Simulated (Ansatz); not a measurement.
LiAl2: from a trial structure to a relaxed crystal

Computed with DFT PBE, scalar-relativistic, plane waves, PAW (Ansatz 0.2.0). Cutoff 420 eV, Γ-centred k mesh, Gaussian smearing, no spin polarisation in the final step.

LiAl2 was placed on the sites of a reported Li2Pt cell (P6/mmm, No. 191), with Li in place of Pt, Al in place of Li, at a guessed volume.

```xyz
3
Lattice="4.2632 0.0000 0.0000 -2.1316 3.6921 0.0000 0.0000 0.0000 2.7101" Properties=species:S:1:pos:R:3 pbc="T T T"
Li    0.0000    0.0000    0.0000
Al    0.0000    2.4614    1.3550
Al    2.1316    1.2307    1.3550
```

Cell and atoms relax at zero pressure; the relaxation can't lower the symmetry of the start. After a coarse first stage the cell is made exact in the group found at 0.06 Å.

The zero of energy is the elements' standard structures at the same level; no fitted shifts are applied.

**Question.** What does it relax into?

**Answer.** It keeps P6/mmm (No. 191). Conventional cell: a = 4.559 Å, c = 2.942 Å. Li has 2 Li at 2.94 Å and 12 Al at 3.02 Å; Al has 3 Al at 2.63 Å, 2 Al at 2.94 Å and 6 Li at 3.02 Å.

```cif
data_structure
_symmetry_space_group_name_H-M 'P6/mmm'
_symmetry_Int_Tables_number 191
_cell_length_a 4.5591
_cell_length_b 4.5591
_cell_length_c 2.9415
_cell_angle_alpha 90.000
_cell_angle_beta 90.000
_cell_angle_gamma 120.000
_cell_volume 52.95
loop_
_atom_site_label
_atom_site_type_symbol
_atom_site_symmetry_multiplicity
_atom_site_Wyckoff_symbol
_atom_site_fract_x
_atom_site_fract_y
_atom_site_fract_z
_atom_site_occupancy
Li1 Li 1 a 0.00000 0.00000 0.00000 1
Al1 Al 2 d 0.33333 0.66667 0.50000 1
```

**Question.** What are its volume, energy, density and gap?

**Answer.** The volume per atom is 17.65 Å³, the density is 1.91 g/cm³ and the energy over the elements is -0.03 eV/atom. The gap on the 12×12×16 mesh is 0 eV (a metal).

The final run used a 12×12×16 mesh on its 3-atom cell and 0.10 eV smearing. For metals, differences of a few meV/atom aren't resolved. A structure relaxed within its symmetry needn't be a true minimum.

Cost: 3 runs of about 1.7 core-minutes in all, on Intel Xeon Platinum 8259CL (Skylake/Cascade Lake) (shared hosts).